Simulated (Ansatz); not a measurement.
System: antiferromagnetic bcc Cr. Method: BLYP in Ansatz (PAW).

Run with plane-wave cutoff 520 eV, 20×20×20 k mesh, Fermi–Dirac smearing 0.05 eV, spin-polarised with opposed moments, scalar-relativistic PAW data made under PBE.

Energies at three volumes about the minimum:

| V (Å³/atom) | E − E_lowest (meV/atom) |
|---|---|
| 11.996 | 2.47 |
| 12.240 | 0.00 |
| 12.485 | 2.41 |

### Question
Fit a parabola by hand: where is the minimum, and what is the bulk modulus?

### Answer
Slopes: (0.00 − 2.47)/(12.240 − 11.996) = -10.123 and (2.41 − 0.00)/(12.485 − 12.240) = 9.837 meV/Å³. Curvature E″ = 2 × (9.837 − (-10.123))/(12.485 − 11.996) = 81.636 meV/Å⁶. From the middle of the first interval, the slope vanishes at V0 = 12.1180 − (-10.123)/81.636 = 12.242 Å³/atom. B = V0 E″ = 12.242 × 81.636 meV/Å³ × 0.1602 GPa per meV/Å³ = 160 GPa. The full Birch–Murnaghan fit to all volumes gives V0 = 12.236 Å³/atom and B0 = 160 GPa.

Measured, for comparison: bulk modulus 194 GPa (corrected for temperature and zero-point phonon effects, our sources range from 174 to 205; as tabulated in Levämäki et al. (2014), arXiv:1402.3671); equilibrium volume per atom 11.91 Å³/atom (corrected for temperature and zero-point phonon effects; as tabulated in Levämäki et al. (2014), arXiv:1402.3671). Computed (rounded) less measured: bulk modulus not scored (sources differ), equilibrium volume per atom +2.8 %.

Note: the commensurate order stands in for chromium's spin-density wave, and the size of the moments varies much between levels; the collinear magnetic order is the start's and need not be the measured one.

Ansatz is a quantum-chemistry and plane-wave program.
